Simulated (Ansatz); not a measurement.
Two shapes of doublet HClO(+).

Shape 1:

```xyz
3

O     0.1813    0.3393    1.0137
H     0.8568   -0.2436    1.3355
Cl   -0.1249   -0.1617   -0.5484
```

Shape 2:

```xyz
3

O    -0.4360   -0.8650   -0.5260
H    -0.5966   -0.4837   -1.4018
Cl    0.2403    0.4355    0.3300
```

Basis set: def2-SVP (spherical functions). Charge 1, multiplicity 2.

Computed with Ansatz (development build ahead of 0.2.0); each method stands on the lowest determinant of its kind that the runs found.

Task: Which shape is lower in energy, and by how much in each method?

Result:

```json
{"method": "UHF", "E(2) − E(1) (eV)": "0.042"}
{"method": "PBE0 (unrestricted)", "E(2) − E(1) (eV)": "0.048"}
```

Shape 1 is lower.
